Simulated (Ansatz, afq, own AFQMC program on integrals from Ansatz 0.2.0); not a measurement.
**Se, quintet: AFQMC among the cluster methods**

A free Se atom.

Basis cc-pVTZ. Only valence electrons are correlated. Ansatz 0.2.0 and our own AFQMC program on the same integrals; the CISD trial comes from CCSD amplitudes, and released means the phaseless constraint is let go. Free projection: walkers drawn from exp(T), propagated without any constraint. Its projection time is finite, and what remains of the start isn't in its error. Uncertainties: one standard error, sampling alone. No spin–orbit coupling.

Determinant: UHF, the one that the program's search chose, which needn't be the lowest solution.

Full CI on the same integrals is exact in this basis and with this determinant's frozen core.

Cautions: no relativity below Rb; no spin-orbit coupling; inner d shell frozen; another spin lies lower (by 10.07 eV); in this basis the state lies above a state of the ion, a sign that the basis lacks the diffuse functions it needs, so its energy is an artefact of the basis; the search met a lower determinant of the same kind, perhaps of another symmetry (20 meV lower), and this one is a saddle point; the ph-AFQMC/HF walk drifts between its halves (2.2 errors).

The T1 diagnostic is 0.0022. The weight of the determinant in the CISD state is 0.934, the ⟨S²⟩ of the determinant is 6.001 and the size of the correlated space is 6 electrons in 29 orbitals.

Reference: full CI, correlation energy -3.268 eV. The released energy is read at 2.40 1/Eh (meV from the phaseless value at times in 1/Eh: -3.4 ± 1.8 at 0.24, -4.9 ± 1.9 at 0.51, -5.4 ± 1.6 at 0.99, -7.0 ± 1.6 at 1.62, -10.1 ± 1.3 at 2.40).

```
         level  E − E(reference) (kJ/mol)  share of correlation (%)
            HF                      315.4                      0.00
           MP2                       53.6                     83.02
          CCSD                       15.1                     95.20
       CCSD(T)                        2.5                     99.20
         CCSDT                        0.6                     99.81
      CCSDT(Q)                        0.1                     99.98
        CCSDTQ                        0.0                     99.99
   ph-AFQMC/HF                  8.0 ± 1.6                     97.45
 ph-AFQMC/CISD                  0.9 ± 0.2                     99.71
released AFQMC                 -0.1 ± 0.1                    100.02
    free AFQMC                  0.1 ± 0.1                     99.97
```

CCSDT and higher add their correlation energy to the determinant of the CCSD(T) run, since their own runs factorise the integrals more tightly (a shift of under 2 meV). Free projections are given only where their last times agree within the noise and don't stop above the reference; a slow remainder of the start can still hide under it. A walk keeps the symmetry of its determinant, which the program's search chose and which needn't be the lowest solution, so a lower state of the same spin and another symmetry isn't excluded. Released energies are given only where the last usable release times agree within the noise; a slower fall can still hide under it.
